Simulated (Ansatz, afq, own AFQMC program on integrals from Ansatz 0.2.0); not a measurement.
## Where AFQMC and coupled cluster stand for AlSiH$_{3}$, triplet

```json
{"atom": "Al", "x (Å)": "-1.6941", "y (Å)": "0.0000", "z (Å)": "0.0000"}
{"atom": "H", "x (Å)": "-2.4870", "y (Å)": "1.3734", "z (Å)": "0.0000"}
{"atom": "H", "x (Å)": "-2.4870", "y (Å)": "-1.3734", "z (Å)": "0.0000"}
{"atom": "H", "x (Å)": "-0.1082", "y (Å)": "0.0000", "z (Å)": "0.0000"}
{"atom": "Si", "x (Å)": "1.8099", "y (Å)": "0.0000", "z (Å)": "0.0000"}
```

Connectivity, by distances: AlH3 ··· Si.

Basis cc-pVTZ. Noble-gas cores (and the filled d shells of Ga–Kr and In–Xe) are frozen. AFQMC by an in-house program on the Cholesky factors that Ansatz 0.2.0 writes for its CCSD(T) run. The CISD trial takes its coefficients from CCSD amplitudes. Released means that phaseless walkers are propagated on without the constraint, phases kept. Error bars are statistical, one sigma.

Determinant: UHF, the one that the program's search chose, which needn't be the lowest solution. The geometry is a point of a scan.

No full CI on the walks' own integrals is used here; CCSDT(Q) serves as the reference and is uncertain by about the last step of the cluster series.

Cautions: lower spins were not checked.

```
T1 diagnostic                               : 0.0224
weight of the determinant in the CISD state : 0.864
⟨S²⟩ of the determinant                     : 2.035
size of the correlated space                : 10 electrons in 100 orbitals
```

```json
{"level": "MP2", "correlation energy (eV)": "-4.3317"}
{"level": "CCSD", "correlation energy (eV)": "-5.4366"}
{"level": "CCSD(T)", "correlation energy (eV)": "-5.5975"}
```

Question: Estimate where phaseless AFQMC with a CISD trial lies against CCSD(T) on the same integrals.

Answer: 1.12 ± 0.18 mEh below CCSD(T).

Reference: CCSDT(Q), correlation energy -5.644 eV. The released energy is read at 2.40 1/Eh (meV from the phaseless value at times in 1/Eh: -9 ± 5 at 0.24, -11 ± 4 at 0.51, -12 ± 4 at 0.99, -16 ± 3 at 1.62, -16 ± 6 at 2.40).

| level | E − E(reference) (mEh) | share of correlation (%) |
| --- | --- | --- |
| CCSD(T) | 1.72 | 99.17 |
| CCSDT | 0.24 | 99.88 |
| ph-AFQMC/CISD | 0.59 ± 0.18 | 99.71 |
| released AFQMC | 0.00 ± 0.20 | 100.00 |

A walk keeps the symmetry of its determinant, which the program's search chose and which needn't be the lowest solution, so a lower state of the same spin and another symmetry isn't excluded. Released energies are given only where the last usable release times agree within the noise; a slower fall can still hide under it.
